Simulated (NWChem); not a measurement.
Molecule: sulfur dioxide (SO₂); SMILES O=S=O

All runs: NWChem. Coordinates come from a PBE0/def2-SVP optimisation.

Order these by “dipole (D)”, lowest first: Hartree-Fock/aug-cc-pVTZ; Hartree-Fock/cc-pVTZ; Hartree-Fock/cc-pVDZ.

Hartree-Fock/aug-cc-pVTZ (2.16), Hartree-Fock/cc-pVTZ (2.22), Hartree-Fock/cc-pVDZ (2.34)
